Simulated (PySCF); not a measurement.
## How good is the calculation?

Geometry:
```
atom   x (Å)   y (Å)   z (Å)
  C1  -2.192   0.261   0.392
  C2  -0.929  -0.413  -0.118
  C3   0.344   0.294   0.326
  C4   1.606  -0.401  -0.188
  C5   2.836   0.264   0.224
  N6   3.802   0.805   0.561
  H7  -2.262   1.301   0.034
  H8  -3.095  -0.268   0.055
  H9  -2.213   0.290   1.493
 H10  -0.951  -0.460  -1.222
 H11  -0.901  -1.462   0.226
 H12   0.381   0.346   1.427
 H13   0.336   1.338  -0.029
 H14   1.596  -0.450  -1.290
 H15   1.643  -1.444   0.169
```

All values are calculated (PySCF 2.14.0 with density-fitted response routines): coordinates at the PBE0-D3(BJ)/def2-SVP level, shielding tensors at B97-2/pcSseg-2 (GIAO). One computed conformer, fast rotation and ring inversion assumed for equivalent nuclei, relativity neglected, no solvent.

Reference values: measured (solution, not stated per compound (mostly CDCl3 or CCl4); Pretsch, Buehlmann, Badertscher, Structure Determination of Organic Compounds, 4th ed. (2009)).
```csv
atoms,quantity,reference,computed
H14/H15,δ ¹H,2.34,2.06
H12/H13,δ ¹H,1.63,1.56
H10/H11,δ ¹H,1.50,1.22
H7/H8/H9,δ ¹H,0.96,1.01
```

Computed shifts are σ(ref) − σ with the named reference compound (TMS for H and C) calculated as an isolated molecule at the same level.

Problem. How far are the unscaled ¹H shifts from the references?

Solution. Mean signed difference -0.14 ppm, mean absolute 0.17 ppm over 4 comparisons; the largest is -0.28 ppm at H10/H11 (hydrogen on an sp3 CH2).
